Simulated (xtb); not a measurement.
C2H, SMILES [C]#C (connectivity only; charge and spin as stated), charge +1, multiplicity 1. All values are semi-empirical tight-binding results from xtb (GFN2-xTB unless named), good for trends rather than for accurate numbers. The structure is a stationary point at GFN2-xTB. The multiplicity is an assumed one; other spin states were not compared. The isomer is the one that the SMILES or the coordinates give; other isomers of the formula were not compared.

**Question.** Estimate the properties. (The exact figures need the calculation; the answer reports its results.)

**Answer.** 
- point group as xtb finds it: C∞v
- orbital gap: 1.86 eV
- zero-point energy: 8.3 kcal/mol
- G − E(el) at 298.15 K (modified RRHO): -3.9 kcal/mol
- static polarisability (D4 model): 18.0 bohr³
- solvation energy, GFN2-xTB/ALPB(water): -80.0 kcal/mol
- solvation energy, GFN2-xTB/ALPB(dmf): -65.9 kcal/mol

**Question.** Give the IR lines (harmonic; lines under 4 % of the strongest left out, lines within 3 cm⁻¹ merged). (Estimate from the structure and the level; the computed values follow.)

**Answer.** ν (cm⁻¹): 428 (w), 2705 (vs) (against the strongest line: vs over 80 %, s over 45 %, m over 15 %, w over 4 %, vw less)
